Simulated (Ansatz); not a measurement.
# CH₃FSi (SMILES C[Si]F): single points off equilibrium

An exercise on one series of results from a longer session: the logs are not shown, and one member is left open.

Program: Ansatz 0.2.0, Gaussian basis. Level of theory: single points in def2-TZVPP. These are calculated values, not measurements.

Cores are frozen in the correlated methods.

**Starting geometry**

6 atoms, charge 0, spin multiplicity 1.

Atoms are counted from 1 here; the program's logs count them from 0.

Bond lengths: C1–Si2 1.904 Å, C1–H4 1.098 Å, C1–H5 1.099 Å, C1–H6 1.067 Å, Si2–F3 1.657 Å. Angles: Si2–C1–H4 112.2°, Si2–C1–H5 107.9°, Si2–C1–H6 112.6°, H4–C1–H5 109.9°, H4–C1–H6 104.9°, H5–C1–H6 109.3°, C1–Si2–F3 94.2°.

Coordinates:

```xyz
6
charge 0, multiplicity 1
C    -0.2948    0.3698   -0.1904
Si    0.4552   -0.5889    1.2732
F     1.3677   -1.5846    0.3130
H    -0.9922    1.1510    0.1389
H     0.5322    0.8216   -0.7567
H    -0.8675   -0.2548   -0.8390
```

Set-up of the first run:

Input file run/in.yaml:

```yaml
crystal:
  periodic: [false, false, false]
  atoms:
    - {symbol: C, position_ang: [-0.294800, 0.369800, -0.190400]}
    - {symbol: Si, position_ang: [0.455200, -0.588900, 1.273200]}
    - {symbol: F, position_ang: [1.367700, -1.584600, 0.313000]}
    - {symbol: H, position_ang: [-0.992200, 1.151000, 0.138900]}
    - {symbol: H, position_ang: [0.532200, 0.821600, -0.756700]}
    - {symbol: H, position_ang: [-0.867500, -0.254800, -0.839000]}
basis:
  gaussian: {orbitals: def2-TZVPP}
correlation: {method: ccsd_t}
output: {forces: true}
```

The command line of these runs was not kept.

Steps of the session up to this table: CCSD(T)/def2-TZVPP; PBE0-D4/def2-TZVPP; wB97M-V/def2-TZVPP; r2SCAN-D4/def2-TZVPP; PBE-D4/def2-TZVPP; revPBE-D4/def2-TZVPP; CAM-B3LYP-D4/def2-TZVPP.

One table of the session follows, with a row left open; its other results are not shown here.

| method | RMS force component (eV/Å) | angle to CCSD(T) forces (°) | dipole (D) |
| --- | --- | --- | --- |
| CCSD(T) | 0.553 | reference | 1.53 |
| PBE0-D4 | 0.547 | 4.6 | 1.61 |
| wB97M-V | 0.510 | 6.9 | 1.56 |
| r2SCAN-D4 | 0.538 | 5.8 | 1.57 |
| PBE-D4 | 0.472 | 26.1 | 1.52 |
| revPBE-D4 | ? | ? | ? |
| CAM-B3LYP-D4 | 0.549 | 6.2 | 1.62 |

Q: Estimate the row for revPBE-D4 from the others.

As computed: RMS force component (eV/Å): 0.458; angle to CCSD(T) forces (°): 32.4; dipole (D): 1.49. In the column «RMS force component (eV/Å)» it is the lowest.
